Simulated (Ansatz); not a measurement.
A run of Ansatz (development build ahead of 0.2.0) on doublet C6H3 at this shape:

```yaml
atoms:
  - { symbol: C, position_ang: [1.3900, 0.0000, 0.0000] }
  - { symbol: C, position_ang: [0.6950, 1.2038, 0.0000] }
  - { symbol: C, position_ang: [-0.6950, 1.2038, 0.0000] }
  - { symbol: C, position_ang: [-1.3900, 0.0000, 0.0000] }
  - { symbol: C, position_ang: [-0.6950, -1.2038, 0.0000] }
  - { symbol: C, position_ang: [0.6950, -1.2038, 0.0000] }
  - { symbol: H, position_ang: [1.2375, 2.1434, 0.0000] }
  - { symbol: H, position_ang: [-2.4750, 0.0000, 0.0000] }
  - { symbol: H, position_ang: [1.2375, -2.1434, 0.0000] }
```

Its results:

```
Converged                       : yes
Total energy                    : -228.58767 hartree
Spin squared of the determinant : 2.299
Stability test                  : minimum
```

Question: Which input gives this output? Name the method, the orbitals and the basis set, and write the input.

Answer: UHF in def2-SVP.

```yaml
crystal:
  periodic: [false, false, false]
  atoms:
    - { symbol: C, position_ang: [1.39, 0.0, 0.0] }
    - { symbol: C, position_ang: [0.695, 1.20378, 0.0] }
    - { symbol: C, position_ang: [-0.695, 1.20378, 0.0] }
    - { symbol: C, position_ang: [-1.39, 0.0, 0.0] }
    - { symbol: C, position_ang: [-0.695, -1.20378, 0.0] }
    - { symbol: C, position_ang: [0.695, -1.20378, 0.0] }
    - { symbol: H, position_ang: [1.2375, 2.14341, 0.0] }
    - { symbol: H, position_ang: [-2.475, 0.0, 0.0] }
    - { symbol: H, position_ang: [1.2375, -2.14341, 0.0] }
basis:
  gaussian: { orbitals: def2-SVP }
magnetization:
  spin_polarized: true
  initial_magnetization: 1
hamiltonian:
  xc: hf
```

Caution: the unrestricted determinant is a mixture of spin states.
